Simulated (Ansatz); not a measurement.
Write a Python script for the Ansatz DFT code, driven from Python that makes a relaxed scan of one distance of CH3BCl, SMILES C[B]Cl. Level of theory (for the species named): PBE, def2-SVP basis, multiplicity 2.

```csv
atom,x (Å),y (Å),z (Å)
C,-0.3158,0.3008,-0.2514
B,0.0091,-1.0682,0.3556
Cl,1.6383,-1.3426,1.0999
H,-1.1743,0.7662,0.2632
H,0.4894,1.0416,-0.1730
H,-0.6048,0.2381,-1.3405
```

`relaxed_scan_ch3bcl.py`
```python
import ansatz as az
from ase import Atoms
import numpy as np


def main() -> None:
    atoms = Atoms(["C", "B", "Cl", "H", "H", "H"], positions=[
        [-0.3158, 0.3008, -0.2514],
        [0.0091, -1.0682, 0.3556],
        [1.6383, -1.3426, 1.0999],
        [-1.1743, 0.7662, 0.2632],
        [0.4894, 1.0416, -0.173],
        [-0.6048, 0.2381, -1.3405],
    ])
    geometry = az.Crystal.molecule_from_ase(atoms)

    setup = geometry.calculation().basis(gaussian="def2-SVP").functional("pbe").spin("collinear", total=1)
    symbols = [site.symbol for site in geometry.cartesian_sites]
    pairs = [(0, 1), (0, 3), (0, 4), (0, 5), (1, 2)]
    print("held (A)   E (eV)        ", "  ".join(f"{symbols[i]}{i}-{symbols[j]}{j}" for i, j in pairs))
    for length in [1.01, 1.1, 1.18, 1.32, 1.48]:
        rep = setup.relax(constraints=[az.DistanceConstraint((0, 4), at=length)], force_tolerance=0.02, max_steps=60).run().report
        xyz = np.array(rep["positions_ang"])
        print(f"{length:6.2f} {rep['free_energy_ev']:14.5f}  ", "  ".join(f"{np.linalg.norm(xyz[i] - xyz[j]):.3f}" for i, j in pairs))


if __name__ == "__main__":
    main()
```

```console
$ python relaxed_scan_ch3bcl.py
held (A)   E (eV)         C0-B1  C0-H3  C0-H4  C0-H5  B1-Cl2
DeckWarning: relax.constraints: the input's atoms, or those drawn, lie off the distances that are held; a relaxation that starts there is brought onto them ahead of its first SCF, by positions alone, [...]
  1.01   -14270.73177   1.557  1.113  1.010  1.112  1.746
  1.10   -14270.92396   1.555  1.113  1.100  1.112  1.744
  1.18   -14270.86268   1.553  1.113  1.180  1.111  1.743
  1.32   -14270.47704   1.546  1.111  1.320  1.110  1.740
  1.48   -14269.87103   1.535  1.110  1.480  1.109  1.734
```
(Warnings from the package without file and line, shortened, repeats left out.)

Notes:
- Total energies depend on the basis set; only differences at equal settings carry meaning.
- The energies are electronic: no zero-point or thermal terms, and the basis set is short of its limit.
- The species is open-shell (spin multiplicity 2).
- It ran for 56 s on 1 thread of Arm Neoverse V2, on a shared host, peak memory 0.22 GiB.
